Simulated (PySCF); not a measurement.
Geometry (Å), atoms numbered from 1 in this order:
```xyz
11

C    -2.066    0.419   -1.074
C    -1.086   -0.225   -0.445
O     0.058    0.390   -0.066
C     1.007   -0.329    0.575
C     2.156    0.210    0.980
H    -1.983    1.481   -1.312
H    -2.969   -0.121   -1.360
H    -1.145   -1.292   -0.195
H     0.761   -1.386    0.736
H     2.377    1.265    0.808
H     2.890   -0.411    1.493
```

- geometry from PBE0-D3(BJ)/def2-SVP
- NMR shieldings at PBE0/pcSseg-1/GIAO
- code: PySCF 2.14
- averaged over atoms made equivalent by symmetry, fast rotation or ring inversion, in vacuum, one computed conformer, no relativistic terms

Shifts are taken against calculated references (same method and geometry level): TMS for ¹³C, ¹H; ¹⁷O vs H2O.

```json
{"atoms": "O3", "nucleus": "¹⁷O", "count": "1", "Hirshfeld charge": "-0.08", "δ (ppm)": "203.6"}
{"atoms": "C2/C4", "nucleus": "¹³C", "count": "2", "Hirshfeld charge": "0.03", "δ (ppm)": "156.5"}
{"atoms": "H7/H11", "nucleus": "¹H", "count": "2", "Hirshfeld charge": "0.05", "δ (ppm)": "?"}
{"atoms": "H6/H10", "nucleus": "¹H", "count": "2", "Hirshfeld charge": "0.05", "δ (ppm)": "4.81"}
{"atoms": "H8/H9", "nucleus": "¹H", "count": "2", "Hirshfeld charge": "0.05", "δ (ppm)": "?"}
{"atoms": "C1/C5", "nucleus": "¹³C", "count": "2", "Hirshfeld charge": "-0.14", "δ (ppm)": "95.7"}
```

**Question.** Fill in the missing shifts.

**Answer.** 
- H8/H9: 6.22 ppm, hydrogen on an alkene carbon bearing oxygen; a vinylic proton, deshielded by the sp2 carbon and the C=C anisotropy
- H7/H11: 4.28 ppm, hydrogen on a β carbon of an enol-ether or enamine type C=C; lone-pair donation from O or N shields it, upfield of ordinary alkene protons

Shifts are as computed. Against solution values, carbons near 30 ppm lie about +2 ppm off and those near 130 ppm about +4 ppm. Of 246 compounds with measured shifts, 49 miss one by over three times the rms of a fit or turn the order of signals round; such compounds aren't used in these exercises. Experimental scales use liquid or dissolved standards, which lie at an offset from isolated H2O (liquid H2O: subtract about 36 ppm).
